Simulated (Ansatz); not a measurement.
Band gap (eV) along a series of related solids, from PBE (plane waves, PAW; Ansatz, an electronic-structure program).

| solid | PBE | measured |
|---|---|---|
| zinc-blende BP | 1.24 | 2.2¶ (2.20–2.50) |
| zinc-blende AlP | 1.59 | 2.54 |
| zinc-blende GaP | 1.59 | 2.43 |
| zinc-blende InP | 0.69 | 1.47 |

PBE less measured, from the printed values: zinc-blende BP -0.96 eV, zinc-blende AlP -0.95 eV, zinc-blende GaP -0.84 eV, zinc-blende InP -0.78 eV.

A member of the series is missing where a level wasn't run or failed, where a doubt is noted on the run or the magnetic state, for phases of high temperature or layered ones, and where values are held back for tests.

Density-functional gaps are differences of (generalised) Kohn–Sham levels.

Spin–orbit coupling is included only where a level's name says +SOC; with heavier elements it mostly lowers gaps and can invert bands. Cells: PBE at the measured cell. Ansatz's density-functional and Hartree–Fock values are scalar-relativistic unless marked +SOC, with PAW data made under PBE.

Measured values are for low temperature or corrected to a static lattice, gaps with a zero-point shift added back where one is known. References as tabulated in, or derived from, Chen et al. (2018), doi:10.1103/physrevmaterials.2.073803; X. Ren, F. Merz, H. Jiang et al., All-electron periodic G0W0 implementation ….

¶ marks references of a special kind: zinc-blende BP, 2.2 eV (measured, zero-point renormalisation of 0.106 eV removed from the gap extrapolated to 0 K (as printed); the shift is computed, second of two values printed, our sources range from 2.20 to 2.50; as tabulated in X. Ren, F. Merz, H. Jiang et al., All-electron periodic G0W0 implementation …).

Brackets give the range of the sources taken for a reference, where it is wide; it can hold other temperatures.
